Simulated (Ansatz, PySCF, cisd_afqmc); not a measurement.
System: CH₃Cl, charge 0, singlet. CH3Cl (SMILES CCl).
B3LYP-D3(BJ)/def2-TZVP minimum from Ansatz (a quantum-chemistry and plane-wave program):
```
C
H 1 1.0858
H 1 1.0858 2 110.57
H 1 1.0858 2 110.57 3 -122.80
Cl 1 1.7944 2 108.35 3 118.60
```
Charge 0, spin multiplicity 1.

Atomisation energy term by term, kcal/mol (programs: Ansatz, cisd_afqmc). Radicals and triplets start from unrestricted determinants; spin-orbit coupling is neglected. Correlated methods leave the cores frozen. Rows without X2C or -DK are non-relativistic. AFQMC is phaseless with a CISD trial state; ± is one standard error, without the phaseless bias. Outlying blocks are dropped, and bars are widened where a walk drifts. Over all cases where full CI ran beside it in this data, AFQMC minus full CI had a median of +0.1 mEh and passed +0.4 mEh in a tenth of the cases. CBS(X,Y): correlation extrapolated as X^-3, Hartree-Fock from the larger set (Q,5: extrapolated as (X+1)exp(-9√X)). A bracket is a step between two methods taken in the basis named. 'core' is core correlation in cc-pwCVTZ (1s frozen past Ne), 'X2C' scalar relativity in cc-pVTZ-DK, both at CCSD(T). For partners of very few electrons the exact lower level stands in for a higher one.

| term | basis | kcal/mol |
|---|---|---|
| Hartree-Fock | CBS(cc-pV(Q+d)Z,cc-pV(5+d)Z) | 296.87 |
| CCSD correlation | CBS(cc-pV(Q+d)Z,cc-pV(5+d)Z) | 92.69 |
| (T) | CBS(cc-pV(Q+d)Z,cc-pV(5+d)Z) | 5.53 |
| CCSDT(Q) - CCSD(T) | cc-pV(T+d)Z | 0.00 |
| core correlation | cc-pwCVTZ | 1.26 |
| scalar relativity | X2C, cc-pVTZ-DK | -0.41 |
| minus zero-point energy | Hessian by PySCF at B3LYP-D3(BJ)/def2-TZVP | -23.62 |
| sum: D0 |  | 372.3 |

The step beyond CCSD(T) by other levels: AFQMC/CISD in cc-pV(D+d)Z 0.69 ± 0.20; CCSDT(Q) in cc-pV(D+d)Z 0.23; AFQMC/CISD in cc-pV(T+d)Z 0.62 ± 0.27 kcal/mol.
